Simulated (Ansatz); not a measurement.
Scan of [H···H···NH], triplet

Starting geometry:

```xyz
4

H    -1.8409    0.0594    0.0000
H    -1.0959    0.0594    0.0000
N     0.1791    0.0594    0.0000
H     0.4482   -0.9448    0.0000
```

From there H2 is moved from one fragment to the other while all else, the fragments' distance too, stays fixed; atoms are numbered as listed. Energies are in eV, counted from the starting geometry at the same level.

Basis 6-31G; Ansatz 0.2.0. Only valence electrons are correlated (noble-gas cores frozen). R marks a restricted (for open shells ROHF) determinant, U an unrestricted one.

Full CI is exact within this basis and frozen core; it isn't the basis-set limit. The frozen core follows each run's orbitals, which can shift R against U totals by a few meV.

| distance H1-H2 (Å) | full CI | unpaired electrons (full CI) | error UHF | error UMP2 | error RCCSD(T) | error UCCSD(T) | error BCCD(T) | error UCCSDTQ |
| --- | --- | --- | --- | --- | --- | --- | --- | --- |
| 0.693 | 0.031 | 2.02 | -0.069 | -0.013 | -0.001 | -0.001 | -0.001 | 0.000 |
| 0.745 | 0.000 | 2.02 | 0.000 | 0.000 | 0.000 | 0.000 | 0.000 | 0.000 |
| 0.779 | 0.011 | 2.02 | 0.044 | 0.005 | 0.001 | 0.001 | 0.001 | 0.000 |
| 0.812 | 0.032 | 2.02 | 0.084 | 0.006 | 0.001 | 0.001 | 0.001 | 0.000 |
| 0.846 | 0.059 | 2.02 | 0.117 | -0.001 | 0.002 | 0.002 | 0.002 | 0.000 |
| 0.879 | 0.086 | 2.02 | 0.137 | -0.014 | 0.002 | 0.002 | 0.002 | 0.000 |
| 0.913 | 0.114 | 2.02 | 0.144 | -0.033 | 0.003 | 0.002 | 0.002 | 0.000 |
| 0.946 | 0.147 | 2.02 | 0.136 | -0.055 | 0.002 | 0.002 | 0.002 | 0.000 |
| 0.980 | 0.193 | 2.02 | 0.115 | -0.077 | 0.002 | 0.002 | 0.001 | 0.000 |

Unpaired electrons are Σ n²(2−n)² over natural occupations. Errors are those of relative energies. In total energy the starting point itself misses full CI by: UHF 2.787, UMP2 0.581, RCCSD(T) 0.011, UCCSD(T) 0.010, BCCD(T) 0.011, UCCSDTQ -0.001 eV.

Spread of the error over the points with a reference, to 0.980 Å (largest less smallest): UCCSDTQ 0.000, BCCD(T) 0.003, UCCSD(T) 0.003, RCCSD(T) 0.004, UMP2 0.083, UHF 0.213 eV.
